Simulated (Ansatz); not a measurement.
## Relative stability

The two ends of one reaction step of C2H4N, doublet (PBE0-D4/def2-TZVP).

A:

```
7
angstrom
H -3.1727 -0.1004 -0.8681
C 1.9598 0.0626 0.5363
C 0.6330 0.0188 0.1731
N -0.4896 -0.0179 -0.1342
H -3.8934 -0.1228 -1.0653
H 2.2368 0.0184 1.5805
H 2.7261 0.1415 -0.2224
```

B:

```xyz
7
angstrom
H -0.2151 1.0948 0.0120
C 0.6283 0.4280 0.1981
C 0.2248 -0.9496 -0.0001
N -0.0965 -2.0415 -0.1575
H -2.9532 0.2100 -0.7883
H 0.9738 0.5742 1.2225
H 1.4379 0.6841 -0.4869
```

Computed with Ansatz 0.2.0 (basis: def2-TZVPP); correlated methods freeze the cores; orbitals are unrestricted. B3LYP uses VWN-RPA correlation.

Question: Which structure is lower at CCSD(T), and by how much? (An estimate is asked for; the value comes from the calculation.)

Answer: By the calculation: A, by 0.248 eV (electronic energy, against the other). By their contacts, A is a complex of C₂H₂N ([CH2][C][N]) + H₂ and B is a complex of C₂H₃N (CC#N) + H.

Question: Do the other methods give the same order? (Judge from chemistry; the calculation decides.)

Answer: By the calculation: Not all: MP2 gives the other order.

| method | E(B) − E(A) (eV) |
| --- | --- |
| SPW92 | 0.160 |
| PBE-D4 | 0.297 |
| BLYP-D4 | 0.511 |
| r2SCAN-D4 | 0.463 |
| B97M-V | 0.376 |
| PBE0-D4 | 0.245 |
| B3LYP-D4 | 0.447 |
| r2SCAN0-D4 | 0.419 |
| BHLYP-D4 | 0.398 |
| CAM-B3LYP-D4 | 0.343 |
| wB97X-V | 0.231 |
| wB97M-V | 0.253 |
| B2PLYP | 0.294 |
| PBE-QIDH | 0.102 |
| RPA on PBE | 0.301 |
| HF | 0.329 |
| MP2 | -0.356 |
| CCSD | 0.282 |
| CCSD(T) | 0.248 |

T1 diagnostic: at most 0.033. ⟨S²⟩ of the unrestricted Hartree–Fock references: 0.75 to 0.93 (a pure state has 0.75). The unrestricted reference is spin-contaminated, which hurts MP2 most.

Labels in which every atom is bracketed show which atoms are joined, not bond orders.

For scale, one of the runs: CCSD(T)/def2-TZVPP, 149 basis functions, launched by `ansatz run in.yaml --threads 2 --pin off --events-out ev --progress --plain --max-ram 4352MiB`. The run took 45 s on 2 CPU threads of an Arm Neoverse V2 (shared host), with 2.3 GiB of host memory at its peak.
